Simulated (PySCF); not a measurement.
## ECD: `C[C@@H]1C[C@@H]1N`, C4H9N

Geometry:
```
atom   x (Å)   y (Å)   z (Å)
  C1  -1.489  -0.435  -0.227
  C2  -0.621   0.047   0.906
  C3   0.216   1.280   0.730
  C4   0.875  -0.067   0.805
  N5   1.425  -0.589  -0.415
  H6  -2.407   0.147  -0.279
  H7  -0.951  -0.338  -1.165
  H8  -1.755  -1.482  -0.084
  H9  -1.048  -0.113   1.890
 H10   0.332   1.963   1.557
 H11   0.196   1.752  -0.240
 H12   1.412  -0.301   1.729
 H13   1.438  -1.604  -0.399
 H14   2.375  -0.261  -0.549
```

Computed, not measured: PySCF 2.14.0, TDDFT PBE0/def2-SVPD circular dichroism and optical rotation, one conformer, gas phase. Geometry: GFN2-xTB.

The molecule is flexible and this is one conformer; a measurement averages over conformers. States above about 6.8 eV (minus the energy of the highest occupied orbital) lie near or above the ionisation threshold and depend on the basis.

(1) Assign R or S to each stereocentre.

(2) List the lowest 16 singlet excitations with oscillator and rotatory strengths.

Answers

(1) C2 R, C4 S.

(2) Rotatory strengths R in 10⁻⁴⁰ esu² cm², velocity form and length form (origin at the centre of mass); f in length form.
```tsv
state	E (eV)	λ (nm)	f	R (velocity)	R (length)	main
1	6.29	197	0.012	-3.8	-3.4	HOMO→LUMO 0.94
2	7.19	172	0.030	-6.8	-6.0	HOMO→LUMO+1 0.49, HOMO→LUMO+2 0.37
3	7.34	169	0.006	-0.8	-1.2	HOMO→LUMO+2 0.44, HOMO→LUMO+3 0.37
4	7.40	168	0.009	+7.2	+5.9	HOMO→LUMO+3 0.55, HOMO→LUMO+1 0.22
5	7.44	167	0.005	-12.7	-12.1	HOMO−1→LUMO 0.89
6	8.06	154	0.008	+7.3	+6.9	HOMO−2→LUMO 0.92
7	8.21	151	0.006	-4.6	-4.0	HOMO−1→LUMO+1 0.47, HOMO→LUMO+4 0.22
8	8.27	150	0.015	-0.8	-1.3	HOMO→LUMO+4 0.66, HOMO−1→LUMO+1 0.13
9	8.29	150	0.007	-10.5	-9.7	HOMO→LUMO+5 0.67, HOMO−1→LUMO+2 0.15
10	8.35	148	0.022	+33.2	+31.8	HOMO−1→LUMO+2 0.48, HOMO−1→LUMO+1 0.38
11	8.40	148	0.025	-16.1	-15.8	HOMO−1→LUMO+3 0.91
12	8.63	144	0.006	-4.4	-4.4	HOMO→LUMO+6 0.86
13	8.83	140	0.022	+26.7	+26.8	HOMO−2→LUMO+2 0.64, HOMO−2→LUMO+1 0.24
14	8.88	140	0.004	+10.4	+9.5	HOMO−2→LUMO+1 0.59, HOMO→LUMO+7 0.23
15	8.93	139	0.040	+12.9	+14.2	HOMO→LUMO+7 0.55, HOMO−2→LUMO+3 0.23
16	8.99	138	0.003	-11.0	-9.5	HOMO−2→LUMO+3 0.65, HOMO→LUMO+7 0.12
```

Among the states computed, the strongest CD band (largest |R|) is state 10. The largest dissymmetry factor in size, g = 4R/(D+G), with D and G the electric and magnetic dipole strengths, is -0.042 for state 16 (velocity form, f = 0.004), among bands with |R| over 0.5. The mirror image has the same energies and oscillator strengths and all R with the opposite sign.
